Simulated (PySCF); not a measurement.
# Redox energetics: methyl radical

Parent: methyl radical, `[CH3]` (CH3•, doublet). Atom numbers as in the mapped SMILES `[CH3:1]`.

Energies: ωB97X-D3(BJ)/ma-def2-TZVP (PySCF, density fitting, integration grid level 2) on PBE0-D3(BJ)/ma-def2-SVP structures. Zero-point and thermal terms (298.15 K, 1 bar) come from unscaled PBE0-D3(BJ)/ma-def2-SVP harmonic frequencies, with soft modes damped to free rotors in the entropy.

Frontier levels of the parent: HOMO -9.19 eV, LUMO 0.20 eV.

Oxidation to the singlet cation:
- Vertical ionisation energy (electronic): 9.79 eV
- Adiabatic ionisation energy (with zero-point energy): 9.83 eV
- Adiabatic, electronic part: 9.79 eV
- Vertical gap at the product's structure: 9.77 eV
- Largest changes of atomic charge: C1 0.62, H (on C1) 0.13, H (on C1) 0.13, H (on C1) 0.13
- Distances that move most (Å): C1–H 1.090 → 1.104; C1–H 1.090 → 1.104; C1–H 1.090 → 1.104
- Potential in acetonitrile: 6.53 V absolute, 1.99 V against Fc+/Fc computed at 4.54 V (solvation -4 → -324 kJ/mol)

Vertical ionisation energy to the triplet cation: 14.97 eV. This state was not relaxed.

Reduction to the singlet anion:
```
Vertical electron affinity (electronic)              : -0.11 eV
Adiabatic electron affinity (with zero-point energy) : 0.04 eV
Adiabatic, electronic part                           : 0.01 eV
Vertical gap at the product's structure              : 0.38 eV
Largest changes of atomic charge                     : C1 -0.71, H (on C1) -0.10, H (on C1) -0.10, H (on C1) -0.10
Distances that move most (Å)                         : C1–H 1.090 → 1.112; C1–H 1.090 → 1.112; C1–H 1.090 → 1.112
Potential in acetonitrile                            : 3.05 V absolute, -1.49 V against Fc+/Fc computed at 4.54 V (solvation -4 → -294 kJ/mol)
```

Vertical electron affinity to the triplet anion: -1.32 eV. The extra electron is not bound at this structure, the number hangs on the basis, and the ion was not relaxed.

Solvents are IEF-PCM continua (electrostatics only, gas-phase structures); absolute potentials refer to an electron at rest in vacuum. Fc+/Fc in acetonitrile, 4.54 V, is ωB97X-D3(BJ)/ma-def2-TZVP on PBE0-D3(BJ)/def2-SVP structures with GFN2-xTB thermal terms. Benchmark calculations put it near 5.0 V in acetonitrile and DMSO, so it is about 0.5 V low, and the value against it can read up to that much too high.

Measured values (NIST Chemistry WebBook, evaluated or the median of agreeing entries): adiabatic ionisation energy 9.84 eV (computed 9.83, difference -0.01); adiabatic electron affinity 0.08 eV (computed 0.04, difference -0.04).

Known limits: a negative vertical affinity means that the electron isn't bound at that structure, so the value and what is derived from it hang on the basis.

Structures, frequencies and single points took 20 s of wall time on 1 thread of Intel Xeon Platinum 8488C (shared host), launched as `OMP_NUM_THREADS=1 python redox_run.py task.json out`.
